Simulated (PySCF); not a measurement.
# C₃H₂F₂: geometry, NMR shifts, spin-spin couplings, electronic excitations and core binding energies

What NMR shifts, spin-spin couplings, electronic excitations and core binding energies should C₃H₂F₂ (`C#CC(F)F`) show?

The runs use PySCF 2.14.0, with density-fitted response routines of our own; the level of theory stands in each step. All values are computed, except where a source is named. Atoms count from 0, in the outputs and in this text.

## Step 1: Starting geometry

7 atoms, charge 0, multiplicity 1; geometry from: GFN2-xTB.

Bonds of the start (Å): C0–C1 1.20, C1–C2 1.46, C2–F3 1.36, C2–F4 1.36, C0–H5 1.05, C2–H6 1.10.

## Step 2: Geometry optimisation at PBE0-D3(BJ)/def2-SVP

What the job is given:

```
{"job": {"xc": "PBE0", "basis": "def2-SVP", "d3": "d3bj", "grid": 1, "kind": "geom"}, "charge": 0, "multiplicity": 1}
C      1.693950    -0.366266    -0.086567
C      0.532193    -0.101438     0.018017
C     -0.887518     0.208522     0.095304
F     -1.225820     1.185157    -0.783679
F     -1.644102    -0.872653    -0.221000
H      2.716870    -0.592854    -0.154687
H     -1.182240     0.544437     1.105534
```

**Question.** This job is followed by: GIAO PBE0/pcSseg-1 NMR shielding, non-relativistic, gas phase; B3LYP/pcJ-1 indirect spin-spin coupling, non-relativistic, gas phase; TDDFT CAM-B3LYP/def2-SVPD, vertical, gas phase, core orbitals frozen in the response; GIAO wB97X-D/pcSseg-2 NMR shielding, non-relativistic, gas phase; delta-SCF UKS SCAN, pcX-2 on the ionised atom, pcseg-1 elsewhere, spin-free X2C. What will the session give for the following? point group; rotational constants (main isotopes); 13C shifts against TMS (PBE0/pcSseg-1); 1H shifts against TMS (PBE0/pcSseg-1); 19F shifts against CFCl3 (PBE0/pcSseg-1, means over atoms taken as alike); largest coupling of the table (B3LYP/pcJ-1); lowest singlet (CAM-B3LYP/def2-SVPD); brightest single state of those computed; lowest triplet; vertical ionisation energy (ΔSCF); C1s binding energies, SCAN/pcX-2 (standing for 1 of 3 atoms); F1s binding energies, SCAN/pcX-2; range of the shift of F3.

The runs gave:

| quantity | value |
| --- | --- |
| point group | Cs |
| rotational constants (main isotopes) | 10.05, 3.95, 3.01 GHz |
| 13C shifts against TMS (PBE0/pcSseg-1) | 106.3, 83.3, 79.0 ppm |
| 1H shifts against TMS (PBE0/pcSseg-1) | 6.11, 2.61 ppm |
| 19F shifts against CFCl3 (PBE0/pcSseg-1, means over atoms taken as alike) | -125.3 ppm |
| largest coupling of the table (B3LYP/pcJ-1) | 2J(F,F) F3–F4, 300.2 Hz |
| lowest singlet (CAM-B3LYP/def2-SVPD) | 6.33 eV (196 nm), f = 0.000 |
| brightest single state of those computed | state 10, 9.82 eV, f = 0.588 |
| lowest triplet | 5.18 eV |
| vertical ionisation energy (ΔSCF) | 11.60 eV |
| C1s binding energies, SCAN/pcX-2 (standing for 1 of 3 atoms) | C2 296.80 eV |
| F1s binding energies, SCAN/pcX-2 | F3 693.53 eV |
| range of the shift of F3 | -125.3 to -116.5 ppm |

**Reading.** Relaxing lowered the energy by 0.035 eV in 7 steps; the close pair that moved most is C0–H5, from 1.050 to 1.075 Å. The most deshielded hydrogen is H6 (hydrogen on a propargylic sp3 CH bonded to 2 F), at 6.11 ppm: its carbon carries F, which withdraws density. At PBE0/pcSseg-1: The largest span, 293 ppm, is at C1, where the paramagnetic term is -160 ppm. Of the pairs tabulated at B3LYP/pcJ-1, F3–F4 couples most strongly (300.2 Hz; Fermi contact 48.7 Hz). Density functionals describe couplings to fluorine poorly, F–F couplings above all, so those rows are rough. The lowest singlet, at 6.33 eV, is HOMO→LUMO+1 0.79, HOMO−1→LUMO 0.13 and is dark; of the 10 states computed, the strongest absorption comes from state 10 at 9.82 eV (the last computed, so partners may be missing). The lowest triplet lies 1.15 eV below the lowest singlet (triplets in Tamm-Dancoff, singlets in full TDDFT). The orbital energy would give 10.32 eV for ionisation, ΔSCF gives 11.60 eV. Across the 2 runs the shift of F3 (with its like atoms) moves most, between -125.3 (PBE0/pcSseg-1) and -116.5 ppm (wB97X-D/pcSseg-2). Most of that comes from the computed reference, not from the atom's own shielding.
